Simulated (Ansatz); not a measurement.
Ansatz (a first-principles code) input (B3LYP-D3(BJ)/def2-TZVP):

Ansatz 0.2 input:
```yaml
crystal:
  periodic: [false, false, false]
  atoms:
    - {symbol: C, position_ang: [0.76197714, 0.16421155, 0.12929809]}
    - {symbol: C, position_ang: [-0.50086338, -0.15732525, -0.14166660]}
    - {symbol: H, position_ang: [-1.56668253, -0.04131782, 0.07421100]}
basis:
  gaussian:
    orbitals: def2-TZVP
hamiltonian:
  xc: b3lyp
  dispersion: d3bj
total_charge: 1
phonons: {temperatures: {t_min: 298.15, t_max: 298.15, t_step: 100}}
```

Output:

```
Functional definition: B3LYP
integrals: 0.01 GiB planned
404 factors; their error is unknown
mean field: 0.11 GiB planned
mean field evaluation 1: about -2062.0885 eV, gradient 6.3e1 eV
mean field evaluation 2: about -2018.9627 eV, gradient 1.4e2 eV
mean field evaluation 4: about -2071.6595 eV, gradient 1.7e1 eV
mean field evaluation 8: about -2072.4449 eV, gradient 1.2e-1 eV
mean field evaluation 16: about -2072.4297 eV, gradient 7.7e-3 eV
mean field -2072.42968399 eV, -76.1603861432 hartree, gradient 5.8e-6 eV, S^2 0.000000; 1 other end points of the search recorded, 0 dependent functions left out
the calculation of the forces begins
reference -2072.42985773 eV, -76.1603925283 hartree; 6, 6 occupied and 62, 62 virtual orbitals, 404 factors
these checks for a lower state are left out or cut short: stability, starts, cluster_reference, orbital_swaps, neighbouring_geometries, increment
integrals: 0.01 GiB planned
404 factors; their error is unknown
mean field: 0.11 GiB planned
mean field evaluation 32: about -2072.4446 eV, gradient 4.5e-1 eV
mean field -2072.42966697 eV, -76.1603855177 hartree, gradient 2.3e-6 eV, S^2 0.000000; 0 other end points of the search recorded, 0 dependent functions left out
the calculation of the forces begins
reference -2072.42984074 eV, -76.1603919039 hartree; 6, 6 occupied and 62, 62 virtual orbitals, 404 factors
these checks for a lower state are left out or cut short: stability, starts, cluster_reference, orbital_swaps, neighbouring_geometries, increment
integrals: 0.01 GiB planned
404 factors; their error is unknown
mean field: 0.11 GiB planned
mean field -2072.42966408 eV, -76.1603854118 hartree, gradient 2.4e-6 eV, S^2 0.000000; 0 other end points of the search recorded, 0 dependent functions left out
the calculation of the forces begins
reference -2072.42983780 eV, -76.1603917957 hartree; 6, 6 occupied and 62, 62 virtual orbitals, 404 factors
these checks for a lower state are left out or cut short: stability, starts, cluster_reference, orbital_swaps, neighbouring_geometries, increment
integrals: 0.01 GiB planned
404 factors; their error is unknown
mean field: 0.11 GiB planned
mean field -2072.42963445 eV, -76.1603843227 hartree, gradient 2.1e-6 eV, S^2 0.000000; 0 other end points of the search recorded, 0 dependent functions left out
the calculation of the forces begins
reference -2072.42980821 eV, -76.1603907085 hartree; 6, 6 occupied and 62, 62 virtual orbitals, 404 factors
these checks for a lower state are left out or cut short: stability, starts, cluster_reference, orbital_swaps, neighbouring_geometries, increment
integrals: 0.01 GiB planned
404 factors; their error is unknown
mean field: 0.11 GiB planned
mean field evaluation 64: about -2072.4296 eV, gradient 2.5e-6 eV
mean field -2072.42962003 eV, -76.1603837929 hartree, gradient 2.5e-6 eV, S^2 0.000000; 0 other end points of the search recorded, 0 dependent functions left out
the calculation of the forces begins
reference -2072.42979375 eV, -76.1603901771 hartree; 6, 6 occupied and 62, 62 virtual orbitals, 404 factors
these checks for a lower state are left out or cut short: stability, starts, cluster_reference, orbital_swaps, neighbouring_geometries, increment
integrals: 0.01 GiB planned
404 factors; their error is unknown
mean field: 0.11 GiB planned
mean field -2072.42964561 eV, -76.1603847330 hartree, gradient 2.3e-6 eV, S^2 0.000000; 0 other end points of the search recorded, 0 dependent functions left out
the calculation of the forces begins
reference -2072.42981930 eV, -76.1603911158 hartree; 6, 6 occupied and 62, 62 virtual orbitals, 404 factors
these checks for a lower state are left out or cut short: stability, starts, cluster_reference, orbital_swaps, neighbouring_geometries, increment
integrals: 0.01 GiB planned
404 factors; their error is unknown
mean field: 0.11 GiB planned
mean field -2072.42964845 eV, -76.1603848371 hartree, gradient 2.4e-6 eV, S^2 0.000000; 0 other end points of the search recorded, 0 dependent functions left out
the calculation of the forces begins
reference -2072.42982225 eV, -76.1603912244 hartree; 6, 6 occupied and 62, 62 virtual orbitals, 404 factors
these checks for a lower state are left out or cut short: stability, starts, cluster_reference, orbital_swaps, neighbouring_geometries, increment
integrals: 0.01 GiB planned
404 factors; their error is unknown
mean field: 0.11 GiB planned
mean field -2072.42957361 eV, -76.1603820871 hartree, gradient 8.0e-7 eV, S^2 0.000000; 0 other end points of the search recorded, 0 dependent functions left out
the calculation of the forces begins
reference -2072.42974736 eV, -76.1603884721 hartree; 6, 6 occupied and 62, 62 virtual orbitals, 404 factors
these checks for a lower state are left out or cut short: stability, starts, cluster_reference, orbital_swaps, neighbouring_geometries, increment
integrals: 0.01 GiB planned
404 factors; their error is unknown
mean field: 0.11 GiB planned
mean field evaluation 96: about -2072.4296 eV, gradient 4.5e-4 eV
mean field -2072.42957422 eV, -76.1603821093 hartree, gradient 2.5e-6 eV, S^2 0.000000; 0 other end points of the search recorded, 0 dependent functions left out
the calculation of the forces begins
reference -2072.42974797 eV, -76.1603884944 hartree; 6, 6 occupied and 62, 62 virtual orbitals, 404 factors
these checks for a lower state are left out or cut short: stability, starts, cluster_reference, orbital_swaps, neighbouring_geometries, increment
integrals: 0.01 GiB planned
404 factors; their error is unknown
mean field: 0.11 GiB planned
mean field -2072.42967536 eV, -76.1603858263 hartree, gradient 2.4e-6 eV, S^2 0.000000; 0 other end points of the search recorded, 0 dependent functions left out
the calculation of the forces begins
reference -2072.42984914 eV, -76.1603922125 hartree; 6, 6 occupied and 62, 62 virtual orbitals, 404 factors
these checks for a lower state are left out or cut short: stability, starts, cluster_reference, orbital_swaps, neighbouring_geometries, increment
integrals: 0.01 GiB planned
404 factors; their error is unknown
mean field: 0.11 GiB planned
mean field -2072.42967543 eV, -76.1603858288 hartree, gradient 2.3e-6 eV, S^2 0.000000; 0 other end points of the search recorded, 0 dependent functions left out
the calculation of the forces begins
reference -2072.42984915 eV, -76.1603922127 hartree; 6, 6 occupied and 62, 62 virtual orbitals, 404 factors
these checks for a lower state are left out or cut short: stability, starts, cluster_reference, orbital_swaps, neighbouring_geometries, increment
integrals: 0.01 GiB planned
404 factors; their error is unknown
mean field: 0.11 GiB planned
mean field evaluation 128: about -2072.4296 eV, gradient 2.3e-6 eV
mean field -2072.42962712 eV, -76.1603840533 hartree, gradient 2.3e-6 eV, S^2 0.000000; 0 other end points of the search recorded, 0 dependent functions left out
the calculation of the forces begins
reference -2072.42980084 eV, -76.1603904376 hartree; 6, 6 occupied and 62, 62 virtual orbitals, 404 factors
these checks for a lower state are left out or cut short: stability, starts, cluster_reference, orbital_swaps, neighbouring_geometries, increment
integrals: 0.01 GiB planned
404 factors; their error is unknown
mean field: 0.11 GiB planned
mean field -2072.42964085 eV, -76.1603845579 hartree, gradient 2.4e-6 eV, S^2 0.000000; 0 other end points of the search recorded, 0 dependent functions left out
the calculation of the forces begins
reference -2072.42981461 eV, -76.1603909437 hartree; 6, 6 occupied and 62, 62 virtual orbitals, 404 factors
Total energy: -2072.47817720 eV, -76.1621682361 hartree
Atom 0 at     0.761977     0.164212     0.129298 Å, force     0.001043     0.000254     0.000210 eV/Å
Atom 1 at    -0.500863    -0.157325    -0.141667 Å, force     0.000379    -0.000394    -0.000482 eV/Å
Atom 2 at    -1.566683    -0.041318     0.074211 Å, force    -0.001423     0.000141     0.000272 eV/Å
Dipole moment:    -0.335625    -0.152672    -0.149154 e Å
Vibrations: 645.97 1384.71 3140.42 cm⁻¹, zero-point energy 0.320567 eV
```
